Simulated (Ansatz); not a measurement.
Cohesive energy (eV/atom) along a series of related solids, from PBEsol (Ansatz, a quantum-chemistry and plane-wave program, plane waves, PAW); B3LYP (VWN-RPA form) in Ansatz (PAW); HSE06 in Ansatz (plane waves, PAW).

```tsv
solid	PBEsol	B3LYP (VWN-RPA form)	HSE06	measured
bcc Li	1.68	1.32	1.55	1.67
bcc K	0.93	0.56	0.84	0.94
bcc Rb	0.84	0.47	?	0.86
bcc Cs	0.78	0.41	0.69	0.81
```

### Question
Estimate the withheld HSE06 value from the other rows.

### Answer
One way: place HSE06 between the other two levels. The fractions (HSE06 − PBEsol)/(B3LYP (VWN-RPA form) − PBEsol) of the other rows are 0.24, 0.24, 0.36; median 0.24. bcc Rb: 0.84 + 0.24 × (0.47 − 0.84) = 0.75 eV/atom; the run gives 0.75 eV/atom. The fractions spread, so such an estimate is rough.

HSE06 less measured, from the printed values: bcc Li -0.12 eV/atom, bcc K -0.10 eV/atom, bcc Rb -0.11 eV/atom, bcc Cs -0.12 eV/atom.

A member of the series is missing where a level wasn't run or failed, where a doubt is noted on the run or the magnetic state, for phases of high temperature or layered ones, and where values are held back for tests. The withheld row was drawn at random.

Spin–orbit coupling is left out, also for the solids with elements from indium on (bcc Cs); its size isn't shown.

Free atoms are spin-polarised, in the lowest state found; at levels without +SOC their spin–orbit coupling is left out. Each level is taken at its own relaxed cell. Ansatz's density-functional and Hartree–Fock values are scalar-relativistic unless marked +SOC, with PAW data made under PBE.

Measured values are for low temperature or corrected to a static lattice. References as tabulated in Csonka et al. (2009), arXiv:0903.4037; Mejia-Rodriguez and Trickey (2018), arXiv:1807.09216.
